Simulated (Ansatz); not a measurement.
The same path of C3H3O (7 atoms, charge 0, multiplicity 2) was run 3 times with different band settings. The coordinate that changes most is the dihedral C2–O3–C4–H6.

Theory: UKS PBE0-D4/def2-SVP (Ansatz 0.2.0).

Relaxed end points:

```xyz
7
Properties=species:S:1:pos:R:3
C 0.880 -1.896 1.573
C 0.367 -1.295 0.556
O -0.305 -0.719 -0.353
C -0.242 0.719 -0.425
H 0.787 1.029 -0.654
H -0.564 1.147 0.534
H -0.922 1.014 -1.231
```

```xyz
7
Properties=species:S:1:pos:R:3
C 0.039 -2.249 1.332
C 0.434 -1.217 0.671
O 0.787 -0.309 -0.141
C -0.152 0.750 -0.412
H 0.311 1.378 -1.181
H -0.324 1.328 0.506
H -1.095 0.320 -0.774
```

Common settings: movable images 9; spring 5.0 eV/Å²; start path through a guess of the saddle point; end points relaxed.

| run | climbing image | optimiser | force threshold | iteration limit |
| --- | --- | --- | --- | --- |
| 1 | yes | quadratic models (default) | 0.03 eV/Å | 54 |
| 2 | yes | quadratic models (default) | 0.5 eV/Å | 51 |
| 3 | from the first iteration | lbfgs | 0.03 eV/Å | 47 |

Problem. What does each run give, and how far can it be trusted?

Solution. Run 1: converged after 25 iterations, highest image 0.005 eV above the first end. The top lies less than 8 meV above the higher end, about what the thresholds resolve: that end is a shoulder or a very shallow well. A vibrational analysis at the climbing image gives one clearly imaginary mode, 130i cm⁻¹, and a faint second one (35i cm⁻¹) that may be numerical noise or a soft torsion: probably a first-order saddle point.
Run 2: converged after 5 iterations, highest image 0.022 eV above the first end. The threshold of 0.5 eV/Å is loose, so the images may lie well off the minimum-energy path. The order of the stationary point at the top wasn't checked.
Run 3: not converged after 47 iterations, highest image 0.005 eV above the first end. The band didn't meet its force threshold, so its energies are provisional: the largest band force was still 0.17 eV/Å, and over the last iterations the top stayed at 0.01 eV.
